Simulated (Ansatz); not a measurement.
`BS`, relaxed with RKS PBE-D4/def2-SVP in Ansatz 0.2.0 from a rough embedded geometry. The force threshold is 0.03 eV/Å; the program also tests the step.

The species carries charge 0 and has multiplicity 1.

Start:

```xyz
5

B     0.211    0.144   -0.551
S    -0.434   -1.057    0.777
H     1.432    0.316   -0.577
H    -0.531    0.593   -1.302
H    -0.678    0.004    1.654
```

**Question.** How much energy does the relaxation release, and in how many steps? (An estimate is asked.)

**Answer.** Ansatz gave: 25.06 kcal/mol, in 8 steps.

**Question.** Which bonds change most? (An estimate is asked.)

**Answer.** Ansatz gave: B1–S2 from 1.903 to 1.776 Å; B1–H4 from 1.147 to 1.211 Å; S2–H5 from 1.398 to 1.365 Å; B1–H3 from 1.233 to 1.213 Å.

**Question.** Give the relaxed structure. (An estimate is asked.)

**Answer.** Ansatz gave: 
```xyz
5

B     0.328    0.156   -0.456
S     0.008   -0.728    1.051
H     1.422   -0.035   -0.942
H    -0.497    0.892   -0.951
H    -1.261   -0.286    1.298
```
